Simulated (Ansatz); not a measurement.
Total energies of `OBCl`.

```tsv
atom	x (Å)	y (Å)	z (Å)
O1	0.956	-0.378	0.265
B2	-0.273	-0.203	-0.238
Cl3	-1.190	1.270	0.090
H4	1.267	0.359	0.801
H5	-0.760	-1.049	-0.917
```

Total charge 0; spin multiplicity 1. All single points use the PBE0-D4/def2-TZVP geometry. It is one conformer, not always the lowest. Basis def2-TZVPP, Ansatz 0.2.0.

RPA on PBE orbitals: Hartree–Fock energy of these orbitals -560.33009 Eh, correlation -0.85499 Eh (frozen core).

```json
{"functional": "LDA (SPW92)", "energy without D4 (Eh)": "-559.30517", "D4 term (kJ/mol)": "–"}
{"functional": "PBE", "energy without D4 (Eh)": "-561.31206", "D4 term (kJ/mol)": "-6.4"}
{"functional": "BLYP", "energy without D4 (Eh)": "-561.59628", "D4 term (kJ/mol)": "-14.7"}
{"functional": "r2SCAN", "energy without D4 (Eh)": "-561.53909", "D4 term (kJ/mol)": "-1.4"}
{"functional": "PBE0", "energy without D4 (Eh)": "-561.35554", "D4 term (kJ/mol)": "-5.3"}
{"functional": "r2SCAN0", "energy without D4 (Eh)": "-561.52369", "D4 term (kJ/mol)": "-1.7"}
{"functional": "HSE06 (plane-wave form)", "energy without D4 (Eh)": "-561.34269", "D4 term (kJ/mol)": "-4.9"}
{"functional": "BHLYP", "energy without D4 (Eh)": "-561.57668", "D4 term (kJ/mol)": "-7.6"}
{"functional": "CAM-B3LYP", "energy without D4 (Eh)": "-561.59872", "D4 term (kJ/mol)": "-5.3"}
{"functional": "LC-ωPBE", "energy without D4 (Eh)": "-561.43326", "D4 term (kJ/mol)": "–"}
{"functional": "ωB97X-V", "energy without D4 (Eh)": "-561.52307", "D4 term (kJ/mol)": "–"}
{"functional": "ωB97M-V", "energy without D4 (Eh)": "-561.56604", "D4 term (kJ/mol)": "–"}
{"functional": "B2PLYP", "energy without D4 (Eh)": "-561.42182", "D4 term (kJ/mol)": "–"}
{"functional": "PBE-QIDH", "energy without D4 (Eh)": "-561.25962", "D4 term (kJ/mol)": "–"}
```

(1) Give the same for revPBE, B97M-V, B3LYP, r2SCANh. (An estimate is asked.)

B3LYP takes the VWN-RPA correlation (the form of Gaussian; ORCA's B3LYP/G). HSE06 is the plane-wave form, built on full-range PBE exchange. The double hybrids freeze the cores in their second-order part.

Results:

(1) Computed: 
| functional | energy without D4 (Eh) | D4 term (kJ/mol) |
| --- | --- | --- |
| revPBE | -561.50629 | -21.6 |
| B97M-V | -561.49214 | – |
| B3LYP | -561.64611 | -10.4 |
| r2SCANh | -561.53268 | -1.5 |

LC-ωPBE has ω = 0.4 bohr⁻¹.
